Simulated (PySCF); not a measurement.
Species: C₄H₆O (charge +1 and doublet state).
Cartesian coordinates in Å at the GFN2-xTB level; atoms count from 1:
```
atom  x, y, z in Å
O1     2.341   -0.220   -0.336
C2     1.195   -0.112   -0.172
C3     0.087    0.875   -0.553
C4    -1.028    0.097    0.143
C5     0.074   -0.889    0.526
H6     0.320    1.849   -0.114
H7     0.015    0.920   -1.643
H8    -1.498    0.609    0.978
H9    -1.793   -0.301   -0.517
H10    0.299   -0.947    1.594
H11   -0.006   -1.879    0.068
```

Identity: `C1CC(=[O+])C1` [radical] (charge +1).

Computed, not measured: UKS B3LYP, pcH-1 on C H O, non-relativistic, mean-field spin-orbit, GIAO in PySCF 2.14.0. Isolated species at its GFN2-xTB geometry, gas phase. Couplings are sensitive to structure, and on GFN2-xTB geometries they can be far from those on DFT ones, by a factor of two or more for some ions and for spin on atoms past the first row. The SCF solution wasn't tested for stability. No frequencies were computed at this geometry's level, so the symmetric structure isn't shown to be a minimum.

Principal values of hyperfine tensors in MHz (contact and dipolar terms together), for some of the nuclei:

| atom | isotope | A1 | A2 | A3 | alike by the symmetry of this geometry |
| --- | --- | --- | --- | --- | --- |
| C3 | 13C | 81.65 | 83.98 | 162.06 | C5 |
| C2 | 13C | -96.97 | -75.80 | -48.35 | none |
| H7 | 1H | 28.52 | 37.86 | 53.93 | H6, H10, H11 |
| C4 | 13C | -10.61 | -7.61 | -6.57 | none |
| H8 | 1H | -4.55 | -2.65 | 4.58 | H9 |

(1) Give the isotropic coupling of each nucleus in MHz and in mT (g = 2.0026), and the anisotropic part.

(2) What spin density at the nucleus of C3 lies behind its contact coupling (g_N = 1.40482)?

(3) O1 (17O, g_N = -0.75752) isn't in the table. Its spin density at the nucleus is 0.04789 bohr⁻³. What is its contact coupling?

(4) Which nucleus of the table has the largest anisotropic coupling, and what is its form?

(5) What first-order splitting does C2 cause when the field lies along A1, A2 or A3 of its tensor (g taken as isotropic, no quadrupole term)?

Answers

(1) a_iso = (A1 + A2 + A3)/3, Ti = Ai − a_iso; 1 mT corresponds to 28.029 MHz.

| atom | a_iso (MHz) | a_iso (mT) | T1 | T2 | T3 |
| --- | --- | --- | --- | --- | --- |
| C3 | 109.23 | 3.897 | -27.58 | -25.25 | 52.83 |
| C2 | -73.71 | -2.630 | -23.26 | -2.10 | 25.35 |
| H7 | 40.10 | 1.431 | -11.58 | -2.24 | 13.82 |
| C4 | -8.27 | -0.295 | -2.35 | 0.65 | 1.70 |
| H8 | -0.88 | -0.031 | -3.68 | -1.78 | 5.45 |

(2) a_FC = 800.24 MHz bohr³ × g_N × ρ(0)/(2S). With a_FC = 109.23 MHz and 2S = 1, ρ(0) = 0.09716 bohr⁻³.

(3) By the same relation, a_FC = -29.0 MHz. Its full tensor has the principal values -178.43, 39.69, 51.65 MHz.

(4) C3: -27.6, -25.3, 52.8 MHz, nearly axial, close to the ratio −1:−1:+2.

(5) 2 lines (I = 1/2), spaced by |A_i|/(g × 13.996): 3.46, 2.70, 1.73 mT along the axes of A1, A2 and A3.

Time: 19 s wall. Hardware: one thread of an Arm Neoverse V2, no GPU, shared host.
